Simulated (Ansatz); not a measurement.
**Counterpoise correction, worked out**

The pair of NH4⁺ (SMILES [NH4+], atoms 1–5) and SiH3Cl (SMILES [SiH3]Cl, atoms 6–10), both closed shells, in one local arrangement (a lower one may exist), relaxed at PBE0-D4/def2-TZVP:

| atom | x (Å) | y (Å) | z (Å) |
| --- | --- | --- | --- |
| N1 | -0.0348 | -0.1425 | -2.2135 |
| H2 | -0.3223 | -1.1220 | -2.2256 |
| H3 | 0.0148 | 0.2051 | -1.2249 |
| H4 | -0.7136 | 0.4152 | -2.7345 |
| H5 | 0.8833 | -0.0533 | -2.6518 |
| Si6 | 0.0220 | 0.0379 | 2.3687 |
| Cl7 | 0.1603 | 1.1994 | 0.6064 |
| H8 | 1.0357 | -1.0258 | 2.2240 |
| H9 | -1.3541 | -0.4953 | 2.3883 |
| H10 | 0.3086 | 0.9814 | 3.4627 |

Computed with Ansatz 0.2.0 (basis: def2-TZVPPD); correlated methods freeze the cores.

MP2 total energies in eV:

| system | geometry | basis functions | energy |
| --- | --- | --- | --- |
| pair | pair | all | -21970.06188 |
| NH4⁺ | as in the pair | all (partner as ghosts) | -1545.45856 |
| SiH3Cl | as in the pair | all (partner as ghosts) | -20424.06199 |
| NH4⁺ | as in the pair | its own | -1545.45535 |
| SiH3Cl | as in the pair | its own | -20424.03496 |
| NH4⁺ | free (PBE0-D4 minimum) | its own | -1545.47113 |
| SiH3Cl | free (PBE0-D4 minimum) | its own | -20424.08220 |

Problem. Work out the interaction energy with and without the counterpoise correction, the superposition error, and the binding energy from the relaxed fragments.

Solution. Without correction: -21970.06188 − (-1545.45535) − (-20424.03496) = -0.57157 eV.
With correction (each fragment in the whole basis): -21970.06188 − (-1545.45856) − (-20424.06199) = -0.54133 eV = -12.48 kcal/mol.
The superposition error is the difference, 0.03024 eV, 5 % of the uncorrected value: each fragment borrows its partner's functions.
Deformation from the free shapes: 0.01578 eV for NH4⁺ and 0.04724 eV for SiH3Cl.
Binding energy from relaxed fragments: -0.54133 + 0.01578 + 0.04724 = -0.47831 eV = -11.03 kcal/mol (electronic, without zero-point energy; negative means bound). For comparison, the corrected interaction energy by CCSD(T) at an estimated basis limit (MP2 extrapolated from triple and quadruple zeta, plus CCSD(T) − MP2 in triple zeta) is -0.556 eV.

No T1 diagnostic of these runs exceeds 0.009.

For scale, one of the runs: CCSD(T)/def2-TZVPPD, 255 basis functions, launched by `ansatz run in.yaml --threads 4 --pin off --events-out ev --progress --plain --max-ram 9574MiB`. Time: 79 s of wall clock on 4 CPU threads of an Arm Neoverse V1; the host was shared. Peak host memory: 5.3 GiB.
